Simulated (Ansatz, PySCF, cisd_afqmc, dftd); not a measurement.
Species: C2H6S, charge 0, singlet. C2H6S (methylsulfanylmethane, SMILES CSC).
B3LYP-D3(BJ)/def2-TZVP minimum from Ansatz (an electronic-structure program):
```
S
C 1 1.8112
H 2 1.0891 1 107.16
H 2 1.0906 3 108.89 1 -120.22
H 2 1.0906 3 108.89 4 -119.56
C 1 1.8112 2 99.32 3 -180.00
H 6 1.0891 1 107.16 2 180.00
H 6 1.0906 7 108.89 1 120.22
H 6 1.0906 7 108.89 8 119.56
```
Charge 0, spin multiplicity 1.

Quantity: enthalpy of formation at 298 K (by atomisation, with ideal-gas terms from PySCF's Hessian at B3LYP-D3(BJ)/def2-TZVP and the atoms' measured values of the G2/97 table; no spin-orbit terms), in kcal/mol. Open shells are spin-unrestricted; no spin-orbit coupling. Correlated methods leave the cores frozen. Rows without X2C or -DK are non-relativistic. The Monte Carlo rows (phaseless AFQMC, CISD trial, step 0.005/hartree) carry one-sigma bars that omit the constraint's bias. Outlying blocks are dropped, and bars are widened where a walk drifts. Over all cases where full CI ran beside it in this data, AFQMC minus full CI had a median of +0.1 mEh and passed +0.4 mEh in a tenth of the cases. CBS(X,Y): correlation extrapolated as X^-3, Hartree-Fock from the larger set. A bracket is a step between two methods taken in the basis named. Functionals run without relativity, which enters their misses. '+ core + X2C': CCSD(T) terms for core correlation (cc-pwCVTZ, 1s frozen past Ne) and scalar relativity (cc-pVTZ-DK). Where a partner has so few electrons that a lower coupled-cluster level is exact, that level stands in.

Measured: -8.9 kcal/mol, -37.2 kJ/mol (G2/97 table in ASE (Curtiss et al.)); atomic spin-orbit terms, which the calculations lack, would raise the computed values.

| level | program | enthalpy of formation at 298 K (kcal/mol) | error against that value |
|---|---|---|---|
| HF/cc-pV(D+d)Z | Ansatz | 195.9 | 204.8 |
| PBE-D4/def2-TZVPD | Ansatz + dftd4 | -20.5 | -11.6 |
| r2SCAN-D3(BJ)/def2-TZVPD | Ansatz + dftd3 | -10.1 | -1.2 |
| r2SCANh-D4/def2-TZVPD | Ansatz + dftd4 | -6.9 | 2.0 |
| r2SCANh/def2-TZVPD | Ansatz | -6.1 | 2.8 |
| CAM-B3LYP/def2-TZVPD | Ansatz | -7.2 | 1.7 |
| MP2/CBS(cc-pV(T+d)Z,cc-pV(Q+d)Z) | Ansatz | -13.9 | -5.0 |
| CCSDT(Q)/cc-pV(D+d)Z | Ansatz | 46.2 | 55.1 |
| AFQMC/CISD/cc-pV(D+d)Z | cisd_afqmc | 46.3 ± 0.3 | 55.2 |
| CCSD(T)/CBS(cc-pV(T+d)Z,cc-pV(Q+d)Z) + [CCSDT(Q) - CCSD(T)]/cc-pV(D+d)Z + core + X2C | Ansatz | -11.3 | -2.4 |
